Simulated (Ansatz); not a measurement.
# Scan of [GeH$_{3}$···H···H], doublet

Starting geometry:

```xyz
6

Ge   -0.0337    0.0000    0.0000
H    -0.5451    1.4466    0.0000
H    -0.5451   -0.7233    1.2528
H    -0.5451   -0.7233   -1.2528
H     1.5007    0.0000    0.0000
H     2.5613    0.0000    0.0000
```

From there H5 is moved from one fragment to the other while all else, the fragments' distance too, stays fixed; atoms are numbered as listed. Energies are in eV, counted from the starting geometry at the same level. Kohn–Sham curves are unrestricted where that lies lower.

Basis cc-pVTZ; Ansatz 0.2.0. Correlated methods freeze the noble-gas cores and the filled d shells of p-block atoms. Prefix R: restricted or restricted open-shell reference; prefix U: unrestricted. No spin–orbit coupling is included, and no scalar relativity.

Functionals correlate the shells that the reference freezes, so part of their error here is the reference's.

Full CI isn't at hand for all of this; UCCSDT(Q) serves as the reference, and is uncertain by about the last step of the cluster series.

```json
{"distance Ge1-H5 (Å)": "1.534", "UCCSDT(Q)": "0.000", "PBE": "0.000", "BLYP": "0.000", "r2SCAN": "0.000", "B97M-V": "0.000", "PBE0": "0.000", "B3LYP": "0.000", "wB97M-V": "0.000", "B2PLYP": "0.000", "RPA-PBE": "0.000"}
{"distance Ge1-H5 (Å)": "1.579", "UCCSDT(Q)": "-0.075", "PBE": "-0.089", "BLYP": "-0.091", "r2SCAN": "-0.077", "B97M-V": "-0.083", "PBE0": "-0.079", "B3LYP": "-0.084", "wB97M-V": "-0.080", "B2PLYP": "-0.075", "RPA-PBE": "-0.083"}
{"distance Ge1-H5 (Å)": "1.670", "UCCSDT(Q)": "-0.218", "PBE": "-0.240", "BLYP": "-0.249", "r2SCAN": "-0.213", "B97M-V": "-0.216", "PBE0": "-0.219", "B3LYP": "-0.234", "wB97M-V": "-0.236", "B2PLYP": "-0.216", "RPA-PBE": "-0.241"}
{"distance Ge1-H5 (Å)": "1.760", "UCCSDT(Q)": "-0.352", "PBE": "-0.346", "BLYP": "-0.367", "r2SCAN": "-0.320", "B97M-V": "-0.306", "PBE0": "-0.330", "B3LYP": "-0.356", "wB97M-V": "-0.379", "B2PLYP": "-0.343", "RPA-PBE": "-0.383"}
{"distance Ge1-H5 (Å)": "1.850", "UCCSDT(Q)": "-0.413", "PBE": "-0.350", "BLYP": "-0.387", "r2SCAN": "-0.338", "B97M-V": "-0.309", "PBE0": "-0.351", "B3LYP": "-0.390", "wB97M-V": "-0.443", "B2PLYP": "-0.392", "RPA-PBE": "-0.447"}
```

Question: Judged by the spread of the error over the points with a reference (largest less smallest), which of these follows UCCSDT(Q) best and which worst?

Answer: Subtracting the UCCSDT(Q) column from each: best B2PLYP (errors from 0.000 to 0.021, spread 0.022 eV), worst B97M-V (from -0.008 to 0.104, spread 0.112 eV). Functionals and wave-function methods converge differently with the basis, so part of this is basis effect.
